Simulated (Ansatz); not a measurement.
## A ladder of methods for [P2H3]− (SMILES [PH-]P)

The species is [P2H3]− (5 atoms), meant as a singlet with charge -1. SMILES: `[PH-]P`. The coordinates come from a GFN2-xTB relaxation. This is one conformer, not always the lowest.

```xyz
5

P     0.7902   -1.1094    0.1438
P    -0.4775    0.5463    0.0761
H     0.2795   -1.4626    1.3644
H    -0.9839    0.4702   -1.2282
H     0.3917    1.5555   -0.3561
```

Quantity: the energy change with the P1–H3 bond stretched from 1.369 to 2.739 Å, in eV. The values are calculated.

| level | kind | program | value (eV) |
| --- | --- | --- | --- |
| BLYP/STO-3G (restricted) | GGA | Ansatz | 3.64 |
| r2SCAN/STO-3G (restricted) | meta-GGA | Ansatz | 4.15 |
| r2SCAN0/STO-3G (restricted) | hybrid meta-GGA | Ansatz | 4.67 |
| HSE06/STO-3G (restricted) | range-separated hybrid | Ansatz | 4.49 |
| CCSD(T)/STO-3G (restricted) | coupled cluster or CI | Ansatz | ? |
| CCSD/STO-3G (restricted) | coupled cluster or CI | Ansatz | ? |
| CCSDT(Q)/STO-3G (restricted) | coupled cluster or CI | Ansatz | 4.05 |
| CCSDT/STO-3G (restricted) | coupled cluster or CI | Ansatz | 4.06 |
| FCI/STO-3G | exact in the basis | Ansatz | 4.05 |

**Question.** Estimate the missing values from the other rows.

**Answer.** As computed at these levels: CCSD(T)/STO-3G (restricted): 4.02 eV; CCSD/STO-3G (restricted): 4.13 eV. Sets without diffuse functions describe the anion poorly. The first shape isn't each level's own minimum. The values span 3.64 to 4.67 eV. All rows use very small basis sets, so even the best lies far from the true value.
